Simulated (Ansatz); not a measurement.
A made-up structure of CH₄FSi (charge -1), singlet:

C1  (-0.703, 0.355, -0.477)
Si2  (0.382, -0.106, 0.303)
F3  (0.897, -1.675, -0.015)
H4  (-1.696, 0.015, -0.136)
H5  (-0.431, 0.705, -1.488)
H6  (-0.070, -0.107, 1.810)
H7  (1.621, 0.815, 0.003)
(Å)

It is relaxed with PBE-D4/def2-SVPD and then PBE0-D4/def2-TZVPD (Ansatz 0.2.0). Atoms count as bonded within 1.22 times the sum of their covalent radii (H–H: 0.88 Å). The end point is not checked to be a true minimum.

**Question.** Does its bonding change? (A judgement: the text doesn't fix the answer.)

**Answer.** The calculation gives: No: no bond forms or breaks.

Where it ends: The first stage lowers the energy by 3.57 eV in 6 steps. It ends as CH₄FSi ([CH2][SiH2][F]), total charge -1:
C1  (-0.869, 0.418, -0.600)
Si2  (0.470, -0.147, 0.365)
F3  (1.126, -1.673, 0.200)
H4  (-1.897, 0.148, -0.363)
H5  (-0.726, 0.787, -1.615)
H6  (0.165, -0.194, 1.842)
H7  (1.731, 0.660, 0.170)
(Å)

Labels in which every atom is bracketed show which atoms are joined, not bond orders.

For scale, one of the runs: PBE0-D4/def2-TZVPD relaxation, 156 basis functions, launched by `ansatz run in.yaml --threads 2 --pin off --events-out ev --progress --plain --max-ram 4352MiB`. Hardware: 2 CPU threads of an Arm Neoverse V2, shared host. Wall time about 19 s.
